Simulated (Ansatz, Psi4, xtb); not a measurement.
# A small benchmark: dipole moment

6 molecules; the dipole moment in D, computed less measured. Shapes, held fixed at every level: PBE0-D4/def2-TZVP. No vibrational averaging. Dipoles are compared by magnitude; molecules under 1 D, whose direction can flip, are left out. Programs: Ansatz 0.2.0, Psi4 1.11, xtb 6.7.1. Measured values: NIST CCCBDB.

Levels: A = GFN1-xTB; B = PBE-D4/def2-TZVPP (density fitting); C = PBE0/def2-SVP; D = PBE0-D4/def2-TZVP (density fitting).

| molecule | measured | A | B | C | D |
| --- | --- | --- | --- | --- | --- |
| HCl (hydrogen chloride) | 1.08 | +0.75 | +0.09 | +0.29 | +0.18 |
| H2O (water) | 1.85 | +0.98 | +0.04 | +0.15 | +0.22 |
| H2CO (formaldehyde) | 2.33 | +0.95 | -0.21 | -0.14 | -0.02 |
| CH3Cl (chloromethane) | 1.87 | +0.03 | -0.05 | +0.01 | +0.05 |
| CH4O (methanol) | 1.70 | +0.76 | -0.14 | -0.03 | -0.03 |
| CH5N (methylamine) | 1.31 | +0.50 | -0.05 | +0.03 | +0.04 |

(1) Which level does best on this set, which worst, and which err to one side?

Results:

(1) 
| level | kind | mean error | mean absolute error | worst case |
| --- | --- | --- | --- | --- |
| GFN1-xTB | semi-empirical | +0.662 | 0.662 | H2O |
| PBE-D4/def2-TZVPP (density fitting) | GGA | -0.053 | 0.097 | H2CO |
| PBE0/def2-SVP | global hybrid | +0.052 | 0.108 | HCl |
| PBE0-D4/def2-TZVP (density fitting) | global hybrid | +0.073 | 0.090 | H2O |

On this set PBE0-D4/def2-TZVP (density fitting) has the smallest mean absolute error and GFN1-xTB the largest. GFN1-xTB is too high in 6 of 6; PBE0-D4/def2-TZVP (density fitting) is too high in 4 of 6. The levels differ in basis as well as in method. The tabulated value of HCl is in doubt (older tables, estimates, or at odds with other calculations) and kept here. Over the 5 molecules whose values aren't doubted the mean absolute errors are A 0.644; B 0.098; C 0.072; D 0.072. The smallest two are near a tie. The set is small.
